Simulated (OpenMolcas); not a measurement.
# PF3 (phosphorus trifluoride): the energy, rung by rung

PF3: 4 atoms, total charge 0, spin state singlet. SMILES: `FP(F)F`. Geometry: relaxed at PBE0-D4/def2-TZVP.

```xyz
4

F     0.8344   -0.6632    0.8745
P    -0.2975    0.3146    0.3923
F    -1.0619   -0.6965   -0.5369
F     0.5250    1.0452   -0.7300
```

Quantity: the energy change with the P2–F3 bond stretched from 1.572 to 2.750 Å, in eV. The values are calculated.

```
                     level                   kind     program  value (eV)  less FCI/STO-3G  CPU time (all runs)
    HF/STO-3G (restricted)           Hartree–Fock  OpenMolcas        6.93            +4.41                  4 s
 SVWN5/STO-3G (restricted)                    LDA  OpenMolcas        4.07            +1.55                 10 s
r2SCAN/STO-3G (restricted)               meta-GGA  OpenMolcas        3.88            +1.36                 12 s
M06-2X/STO-3G (restricted)        hybrid meta-GGA  OpenMolcas        5.26            +2.74                 11 s
   MP2/STO-3G (restricted)    perturbation theory  OpenMolcas        4.06            +1.54                3.5 s
     SC-NEVPT2(2,2)/STO-3G         multireference  OpenMolcas        2.52             0.00                3.4 s
  CISD/STO-3G (restricted)  coupled cluster or CI  OpenMolcas        3.26            +0.74                3.9 s
                FCI/STO-3G     exact in the basis  OpenMolcas        2.52             0.00              9.2 min
```

FCI/STO-3G is exact within its basis and frozen core, so for wave-function methods in that basis the difference is their error; functionals converge differently with the basis, so for them it is only a difference. Spin-restricted single references rise too steeply as a bond breaks, Hartree–Fock most of all. Perturbation and coupled-cluster corrections on them can overshoot downwards. The first shape isn't each level's own minimum. The values span 2.52 to 6.93 eV. All rows use very small basis sets, so even the best lies far from the true value. CPU times are rough (shared hosts, several kinds of processor): they show what a rung costs within a factor of a few.
